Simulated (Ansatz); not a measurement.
# B2SiH (doublet): from Hartree-Fock to the top rungs, def2-TZVPP

An exercise on one series of results from a longer session: the logs are not shown, and one member is left open.

Method: def2-TZVPP, core rule «outside noble gas», up to 7 orbitals frozen; program: Ansatz 0.2.0, Gaussian basis.

To be run: UHF; ROHF; CCSD(T) on UHF.

**What is computed**

The geometry is a PBE0/def2-TZVP stationary point (not a proven minimum) of the parent state, kept for this charge and spin.

4 atoms, charge 0, spin multiplicity 2.

Atoms are counted from 1 here; the program's logs count them from 0.

Bond lengths: B1–Si2 1.995 Å, B1–B3 1.731 Å, Si2–B3 1.946 Å, B3–H4 1.188 Å. Angles: Si2–B1–B3 62.5°, B1–Si2–B3 52.1°, B1–B3–Si2 65.4°, B1–B3–H4 134.1°, Si2–B3–H4 160.5°.

The first run:

File in.yaml:

```yaml
crystal:
  periodic: [false, false, false]
  atoms:
    - {symbol: B, position_ang: [0.000000, -1.102278, -0.760213]}
    - {symbol: Si, position_ang: [0.000000, 0.151019, 0.792273]}
    - {symbol: B, position_ang: [0.000000, 0.594686, -1.102049]}
    - {symbol: H, position_ang: [0.000000, 1.236325, -2.101784]}
basis:
  gaussian: {orbitals: def2-TZVPP}
magnetization: {spin_polarized: true, initial_magnetization: 1}
hamiltonian: {xc: hf}
output: {orbitals: {seedname: orbitals}}
```

The run is started by

```bash
$ ansatz run in.yaml --threads 1 --pin off --events-out ev --progress --plain --max-ram 4096MiB --backend cpu
```

Steps of the session up to this table: UHF; ROHF; CCSD(T) on UHF.

One table of the session follows, with a row left open; its other results are not shown here.

```
  method  from UCCSD(T) (meV)
    ROHF              +9431.3
     UHF              +8744.3
    UMP2                    ?
   UCCSD               +668.7
UCCSD(T)                    0
```

Q: Estimate the row for UMP2 from the others.

The run gave: from UCCSD(T) (meV): +1838.1. In the column «from UCCSD(T) (meV)» it lies between UCCSD (+668.7) and UHF (+8744.3).

Limits of these values: The determinant is far from a pure spin state, so its energy mixes those of several spin states (harmless only where they are near-degenerate, as at dissociation).
